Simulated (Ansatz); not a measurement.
C3H9NO (`COCCN`), relaxed with RKS PBE0-D4/def2-TZVP in Ansatz 0.2.0 from a PBE-D4/def2-SVP geometry. The force threshold is 0.005 eV/Å; the program also tests the step.

The species carries charge 0 and has multiplicity 1.

Start:

```xyz
14

C    -1.150    0.674   -1.383
O    -0.033    1.064   -0.617
C    -0.065    0.610    0.728
C     0.361   -0.860    0.867
N     1.665   -1.174    0.294
H    -2.108    1.034   -0.934
H    -1.040    1.131   -2.387
H    -1.233   -0.432   -1.515
H    -1.077    0.775    1.179
H     0.653    1.256    1.279
H    -0.402   -1.514    0.388
H     0.349   -1.134    1.945
H     2.391   -0.656    0.810
H     1.689   -0.773   -0.655
```

```json
{"step": "1", "energy (eV)": "-6789.1932", "largest force (eV/Å)": "0.653", "largest move (Å)": "0.000"}
{"step": "2", "energy (eV)": "-6789.2473", "largest force (eV/Å)": "0.279", "largest move (Å)": "0.031"}
{"step": "3", "energy (eV)": "-6789.2540", "largest force (eV/Å)": "0.058", "largest move (Å)": "0.018"}
{"step": "4", "energy (eV)": "-6789.2545", "largest force (eV/Å)": "0.029", "largest move (Å)": "0.009"}
{"step": "5", "energy (eV)": "-6789.2547", "largest force (eV/Å)": "0.016", "largest move (Å)": "0.013"}
{"step": "6", "energy (eV)": "-6789.2547", "largest force (eV/Å)": "0.004", "largest move (Å)": "0.004"}
```

End:

```xyz
14

C    -1.160    0.666   -1.368
O    -0.047    1.075   -0.620
C    -0.060    0.618    0.714
C     0.349   -0.842    0.844
N     1.660   -1.161    0.311
H    -2.097    0.993   -0.897
H    -1.078    1.132   -2.351
H    -1.203   -0.422   -1.503
H    -1.054    0.778    1.161
H     0.655    1.249    1.251
H    -0.389   -1.480    0.348
H     0.318   -1.117    1.904
H     2.379   -0.683    0.843
H     1.728   -0.808   -0.637
```

Run time 38 s (4 threads of an Arm Neoverse N1 on a shared host); peak host memory 0.51 GiB.
